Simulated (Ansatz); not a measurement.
SiH2O2 (SMILES O[Si]O): methods side by side

SiH2O2 has 5 atoms, charge 0, and is taken as a singlet. As SMILES, `O[Si]O`. Geometry: relaxed at PBE0-D4/def2-TZVP. This is one conformer, not always the lowest.

```xyz
5

O    -1.4432   -0.1056   -0.2750
Si   -0.2120   -0.7913    0.5677
O     1.0360    0.1875    0.0686
H    -1.2319    0.6489   -0.8361
H     1.9011   -0.0131    0.4334
```

Quantity: the energy change with the Si2–O3 bond stretched from 1.663 to 4.157 Å, in eV. The values are calculated.

```
                        level                    kind  program  value (eV)  less FCI/STO-3G  CPU time (all runs)
   r2SCAN/STO-3G (restricted)                meta-GGA   Ansatz        6.78            +2.11                9.6 s
    BHLYP/STO-3G (restricted)           global hybrid   Ansatz        8.30            +3.63                2.4 s
     PBE0/STO-3G (restricted)           global hybrid   Ansatz        7.41            +2.74                2.3 s
CAM-B3LYP/STO-3G (restricted)  range-separated hybrid   Ansatz        8.06            +3.39                2.8 s
  wB97M-V/STO-3G (restricted)  range-separated hybrid   Ansatz        8.36            +3.69                 38 s
   B2PLYP/STO-3G (restricted)           double hybrid   Ansatz        5.45            +0.78                4.1 s
  CCSD(T)/STO-3G (restricted)   coupled cluster or CI   Ansatz        3.68            -0.99               0.56 s
    CCSDT/STO-3G (restricted)   coupled cluster or CI   Ansatz        4.68            +0.01                1.3 s
                   FCI/STO-3G      exact in the basis   Ansatz        4.67             0.00                 79 s
```

FCI/STO-3G is exact within its basis and frozen core, so for wave-function methods in that basis the difference is their error; functionals converge differently with the basis, so for them it is only a difference. The first shape isn't each level's own minimum. The values span 3.68 to 8.36 eV. All rows use very small basis sets, so none should be taken for the real molecule's value. Times are those of the runs behind each value, whatever else they computed, on shared processors of several kinds: orders of magnitude only.
